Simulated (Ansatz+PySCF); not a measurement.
**doublet HO3: levels of theory in one basis**

```yaml
atoms:
  - { symbol: H, position_ang: [0.0000, 0.5706, -0.9237] }
  - { symbol: O, position_ang: [0.0000, -0.4049, -0.9091] }
  - { symbol: O, position_ang: [0.0000, -0.6368, 0.5771] }
  - { symbol: O, position_ang: [0.0000, 0.4710, 1.2557] }
```

Basis set: cc-pVTZ (spherical functions). Correlated methods keep 3 orbitals frozen. Correlation on ROHF uses semicanonical orbitals with singles. Charge 0, multiplicity 2.

Computed with Ansatz (development build ahead of 0.2.0) and PySCF 2.14.0; each method stands on the lowest determinant of its kind that the runs found.

| method | E − E(ROHF) (eV) | <S²> of the determinant |
| --- | --- | --- |
| ROHF | 0.00 | 0.75 |
| UHF | -0.26 | 0.92 |
| ROHF-MP2 | -19.16 | – |
| ROHF-CCSD(T) | -20.53 | – |

(1) What does UHF-MP2 give on the same scale?

## Answers

(1) -18.83 eV.

Caution for UHF, UHF-MP2: the unrestricted determinant is spin contaminated. Caution for ROHF-MP2, ROHF-CCSD(T): large amplitudes, a single reference is doubtful. Caution for ROHF-MP2, UHF-MP2: forces differ strongly between restricted and unrestricted references.
